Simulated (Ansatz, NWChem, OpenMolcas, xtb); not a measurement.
Ligand exchange: 2 SiH3F → SiH3(SiH3) + F2

Species: SiH3F `F[SiH3]`, singlet; SiH3(SiH3) (disilane), singlet; F2 (fluorine), singlet. The partners trade F for SiH3: Si–F and F–SiH3 bonds give way to Si–SiH3 and F–F.

Shapes, held fixed at every level: PBE0-D4/def2-TZVP. Programs: Ansatz 0.2.0, NWChem 7.3.0, OpenMolcas 26.06, xtb 6.7.1. A level may come from different programs for different species; with the same settings they agree closely. Electronic energies: no zero-point or thermal term.

| level | kind | ΔE (kJ/mol) |
| --- | --- | --- |
| GFN0-xTB | semi-empirical | +507.3 |
| HF/STO-3G | Hartree–Fock | +268.1 |
| HF/3-21G | Hartree–Fock | +686.6 |
| HF/def2-SVP | Hartree–Fock | +825.8 |
| B3LYP/6-31G* (Cartesian functions) | global hybrid | +735.8 |
| PBE0/def2-SVP | global hybrid | +718.2 |

PBE0/def2-SVP gives ΔE = +718.2 kJ/mol; the levels span +268.1 to +825.8. GFN0-xTB strays far from the other rows. The median of the levels is +702.4. No measured value is set beside it here. Rows in sets without polarisation functions are far from converged.
